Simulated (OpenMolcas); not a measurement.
# How basis sets differ on SiNH4O (SMILES N[SiH]O)

SiNH4O: 7 atoms, total charge 0, spin state doublet. SMILES: `N[SiH]O`. The shape is that of a PBE0-D4/def2-TZVP optimisation. This is one conformer, not always the lowest.

| atom | x (Å) | y (Å) | z (Å) |
| --- | --- | --- | --- |
| N | -0.6949 | 0.5483 | -0.5752 |
| Si | 0.2931 | 0.1590 | 0.7813 |
| O | 1.6229 | -0.6724 | 0.2703 |
| H | -0.3559 | 1.1681 | -1.2948 |
| H | -1.6858 | 0.6732 | -0.4329 |
| H | -0.5991 | -0.6619 | 1.6647 |
| H | 1.4809 | -1.2824 | -0.4590 |

Quantity: the dipole moment, in D. The values are calculated.

```
                         level          kind     program  value (D)  CPU time
           ROHF/ANO-R0 (sfX2C)  Hartree–Fock  OpenMolcas       2.50     2.2 s
         ROHF/ANO-XS-MB (DKH2)  Hartree–Fock  OpenMolcas       2.75       7 s
                    UHF/STO-3G  Hartree–Fock  OpenMolcas       1.57       2 s
                     UHF/3-21G  Hartree–Fock  OpenMolcas       2.49     2.3 s
         UHF/cc-pVDZ-DK (DKH2)  Hartree–Fock  OpenMolcas       2.27     3.2 s
                  UHF/def2-SVP  Hartree–Fock  OpenMolcas       2.28     4.3 s
                 UHF/6-311+G**  Hartree–Fock  OpenMolcas       2.28      13 s
ROHF/ANO-L-VTZP (RICD fitting)  Hartree–Fock  OpenMolcas       2.17      33 s
```

The values span 1.57 to 2.75 D. Magnitudes only. Sets without polarisation functions give poor dipoles. Without the sets that lack polarisation functions the rows with a basis span only 2.17 to 2.28 D. Times are those of the runs behind each value, whatever else they computed, on shared processors of several kinds: orders of magnitude only.
